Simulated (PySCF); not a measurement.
## Mass spectrum arithmetic for `C[C]=S`

Species: `C[C]=S` [radical].

Calculated from isotope tables alone.

Question: Molar mass and exact mass?

Answer: For C2H3S, with standard atomic weights, 2 × 12.011 + 1 × 32.060 + 3 × 1.008 = 59.106 g/mol. From the most abundant isotopes (12C, 32S, 1H), 2 × 12.000000 + 1 × 31.972071 + 3 × 1.007825 = 58.9955 u.

Question: Give the isotope pattern of the singly charged cation M+, merging species of the same nominal mass.

Answer: 
| nominal mass | m/z (centroid) | relative intensity |
| --- | --- | --- |
| 59 | 58.9950 | 100.0 |
| 60 | 59.9973 | 3.0 |
| 61 | 60.9909 | 4.5 |

Lines under 0.1 % of the tallest are left out. One electron mass, 0.00055 u, is taken off. Abundances used (%; other tables differ somewhat): 12C 98.93, 13C 1.07; 32S 94.93, 33S 0.76, 34S 4.29, 36S 0.02; 1H 99.9885, 2H 0.0115.

Question: What share of all molecules is the monoisotopic species?

Answer: 0.9893^2 × 0.9493 × 0.999885^3 = 92.88 %.

Question: Count the protons, neutrons and electrons of the monoisotopic species, and give its exact less its nominal mass.

Answer: 31 protons, 28 neutrons and 31 electrons; 58.9955 − 59 = -0.0045 u.

Question: What resolving power m/Δm just matches the spacing of the species with one 33S and with one 13C?

Answer: They lie 0.00397 u apart at mass 59.99, so m/Δm is about 15000.

Question: Resolve the fine structure: one atom at a time replaced by a minor isotope.

Answer: Intensity in % of the monoisotopic species:

```
isotope  mass shift (u)      m/z  intensity (%)
    33S        +0.99939  59.9944           0.80
    13C        +1.00335  59.9984           2.16
     2H        +1.00628  60.0013           0.03
    34S        +1.99580  60.9908           4.52
    36S        +3.99501  62.9900           0.02
```

Species under 0.02 % are left out.

Question: Elemental analysis, calculated?

Answer: C 40.64 %, S 54.24 %, H 5.12 %.
